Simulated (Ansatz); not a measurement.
# BNH₃ (quartet): the correlation ladder at distance B1–H4 along a hydrogen transfer = 1.330 Å, cc-pVTZ

An exercise on one series of results from a longer session: the logs are not shown, and one member is left open.

Method: cc-pVTZ, core rule «outside noble gas», up to 2 orbitals frozen; program: Ansatz 0.2.0, Gaussian basis.

Plan: UHF; CCSD(T) on ROHF; CCSD(T) on UHF; BCCD(T) on ROHF; CCSDT(Q) on ROHF; CCSDT(Q) on UHF; CASSCF and NEVPT2, 5 electrons in 5 orbitals.

5 further runs of the same task are left out: 5 for a known fault of the program.

### The system

The geometry derives from fragments relaxed apart (PBE0/def2-TZVP) and kept rigid, so it is no stationary point. A hydrogen atom is moved between rigid fragments.

5 atoms, charge 0, spin multiplicity 4.

Atoms are counted from 1 here; the program's logs count them from 0.

Bond lengths: B1–H2 1.193 Å, B1–H3 1.193 Å, B1–H4 1.330 Å, H4–N5 1.223 Å. Angles: H2–B1–H3 120.0°, H2–B1–H4 120.0°, H3–B1–H4 120.0°, B1–H4–N5 180.0°.

The first run:

File in.yaml:

```yaml
crystal:
  periodic: [false, false, false]
  atoms:
    - {symbol: B, position_ang: [-1.289323, 0.000000, 0.000000]}
    - {symbol: H, position_ang: [-1.886057, 1.033571, 0.000000]}
    - {symbol: H, position_ang: [-1.886057, -1.033571, 0.000000]}
    - {symbol: H, position_ang: [0.040677, 0.000000, 0.000000]}
    - {symbol: N, position_ang: [1.263677, 0.000000, 0.000000]}
basis:
  gaussian: {orbitals: cc-pVTZ}
magnetization: {spin_polarized: true, initial_magnetization: 3}
hamiltonian: {xc: hf}
output: {orbitals: {seedname: orbitals}}
```

Run with:

```bash
$ ansatz run in.yaml --threads 1 --pin off --events-out ev --progress --plain --max-ram 2816MiB --backend cpu
```

Steps of the session up to this table: UHF; CCSD(T) on ROHF; CCSD(T) on UHF; BCCD(T) on ROHF; CCSDT(Q) on ROHF; CCSDT(Q) on UHF; CASSCF and NEVPT2, 5 electrons in 5 orbitals.

One table of the session follows, with a row left open; its other results are not shown here.

It belongs to the step «Misses and costs». 

```
   method  from UCCSDT(Q) (kcal/mol)
     ROHF                    +181.62
      UHF                          ?
     RMP2                     +28.99
     UMP2                     +29.68
    RCCSD                      +5.71
    UCCSD                      +5.50
 RCCSD(T)                      +0.88
 UCCSD(T)                      +0.84
  BCCD(T)                      +0.88
   RCCSDT                      +0.23
   UCCSDT                      +0.15
RCCSDT(Q)                      +0.07
UCCSDT(Q)                          0
```

Estimate the missing values for UHF.

**Answer.** from UCCSDT(Q) (kcal/mol): +173.99. In the column «from UCCSDT(Q) (kcal/mol)» it lies between UMP2 (+29.68) and ROHF (+181.62).

Left out of the table: CASSCF pair, NEVPT2 pair (the active space lost an orbital or holds another state than full CI finds).

To keep in mind: Restricted and unrestricted rows rest on different reference determinants; where their highest levels disagree by more than a few hundredths of an eV, they describe different states and don't form one ladder. Warnings in the runs' records: passed over end.
